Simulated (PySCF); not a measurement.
## S2F: from structure and modes to constants

Computed with PySCF, UPBE0, basis S def2-TZVP, F def2-TZVP (no relativity, density fitting).

The doublet minimum has Cs symmetry. Masses (u): S 31.97207, F 18.99840.

```xyz
3
charge 0 multiplicity 2, angstrom
S    -0.1437   -0.6091    0.3164
S     0.0918    0.3890   -1.2628
F     0.0873    0.3703    1.5931
```

Harmonic wavenumbers (cm⁻¹): 299.7 (a', ×1), 711.7 (a', ×1), 734.7 (a', ×1).

Q: Find the principal moments of inertia and the rotational constants. What kind of rotor is it?

A: About the centre of mass I = 18.943, 103.84, 122.78 u Å². With B = 16.8576/I this gives 0.8899, 0.1623, 0.1373 cm⁻¹. The molecule is an asymmetric top with κ = -0.93.

Q: What is the harmonic zero-point energy?

A: Half the sum of all 3 wavenumbers, 1746/2 = 873 cm⁻¹, which is 10.4 kJ/mol (1 cm⁻¹ = 0.0119627 kJ/mol).

Q: Find the vibrational entropy and heat capacity at 298.15 K.

A: With u = 1.43878 ω/T, each mode gives S = R[u/(eᵘ−1) − ln(1−e⁻ᵘ)] and C = R u² eᵘ/(eᵘ−1)².
```
ω (cm⁻¹)      u  S (J/(mol K))  C (J/(mol K))
   299.7  1.446           5.94           7.01
   711.7  3.434           1.22           3.38
   734.7  3.545           1.12           3.20
```
The sums over all modes are S = 8.3 and C = 13.6 J/(mol K); the softest mode gives 72 % of the entropy.

Q: Give the standard entropy (298.15 K, 1 bar) by its translational, rotational, vibrational and spin parts, and Cp.

A: Sackur–Tetrode with M = 82.94 u gives 164.0; rotation with symmetry number 1 gives 100.0; vibration 8.3; spin R ln 2 = 5.8. The total is 278.0 J/(mol K), and Cp = 4 R + 13.6 = 46.8 J/(mol K).

This need not be the most stable arrangement of these atoms.
